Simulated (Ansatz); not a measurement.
## Si3N4: computed properties

Method: DFT r2SCAN, scalar-relativistic, plane waves, PAW in Ansatz.

Plane waves to 500 eV, a k mesh through Γ of 6×6×6 on the computed 14-atom cell and Gaussian smearing (0.02 eV); no spin polarisation.

The structure is relaxed at this level of theory with its symmetry kept. This form isn't the usual stable structure of the compound.

Space group I-43d (No. 220). a = 6.442 Å, b = 6.442 Å, c = 6.442 Å, α = 90.00°, β = 90.00°, γ = 90.00°
| atom | site | symmetry | x | y | z |
| --- | --- | --- | --- | --- | --- |
| Si | 12b | -4.. | 0.3750 | 0.5000 | 0.7500 |
| N | 16c | .3. | 0.2812 | 0.2812 | 0.2812 |

```json
{
 "Space group": "I-43d (No. 220)",
 "Volume per atom": "9.55 Å³",
 "Formation energy from the elements' standard states (uncorrected)": "-1.183 eV/atom",
 "Generalised Kohn–Sham band gap": "4.74 eV, indirect from (0.000, 0.333, 0.333) to (0.227, 0.227, -0.227)",
 "Löwdin character of the top 1 eV of the valence band": "N 2p 93 %",
 "Löwdin character of the lowest 1 eV of the conduction band": "Si 3p 53 %, N 2s 12 %, Si 3s 8 %, N 2p 7 %, unprojected 20 %",
 "Electron masses at the edge by Cartesian direction of the standard setting (m_e; degenerate bands sorted by energy; no spin-orbit coupling)": "x: 0.54; y: 0.54; z: 0.75",
 "Hole masses at the edge by Cartesian direction of the standard setting (m_e; degenerate bands sorted by energy; no spin-orbit coupling)": "x: 1.3; y: 1.3; z: 1.3",
 "Bulk modulus": "273 GPa",
 "Its pressure derivative": "3.5",
 "Electronic dielectric constant xx, yy, zz of the standard setting (independent particles)": "4.4, 4.4, 4.4"
}
```

Cost: 12 runs of about 34 core-minutes in all, on Intel Xeon Processor @ 2.50GHz (Skylake/Cascade Lake) (shared hosts).